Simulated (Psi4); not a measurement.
Process, species as SMILES: C#N (CH-N) → [C-]#[NH+] (C-NH)
B3LYP-D3(BJ)/def2-TZVP geometries, fixed; electronic energies without zero-point terms.
Largest species:
```xyz
3

C      0.0000     0.0000    -0.4969
N      0.0000     0.0000     0.6493
H      0.0000     0.0000    -1.5636
```
Charge 0, spin multiplicity 1.

The isomerisation energy at MP2 with Psi4, in kcal/mol, split into its Hartree-Fock and correlation parts. Density fitting with the program's default auxiliary sets. Cores are frozen. No added dispersion term, no relativity. Functions are those of the species that has most.

```
basis        X  functions  Hartree-Fock    MP2
-----------  -  ---------  ------------  -----
aug-cc-pVDZ  2         55         10.25  17.22
aug-cc-pVTZ  3        115         10.11  17.49
aug-cc-pVQZ  4        206         10.03  17.46
```

Worked estimate of the basis-set limit from each neighbouring pair, with Hartree-Fock from the larger set and the correlation part extrapolated as X^-3.
Correlation parts: X = 2: 6.97, X = 3: 7.38, X = 4: 7.43.
- (2,3): (27·(7.38) - 8·(6.97))/19 = 7.55; with Hartree-Fock 10.11 the estimate is 17.66 kcal/mol.
- (3,4): (64·(7.43) - 27·(7.38))/37 = 7.47; with Hartree-Fock 10.03 the estimate is 17.50 kcal/mol.
The last two estimates differ by 0.17 kcal/mol; the largest set lies 0.04 from the last. Over the last step Hartree-Fock moves by -0.08 and the correlation part by 0.05.
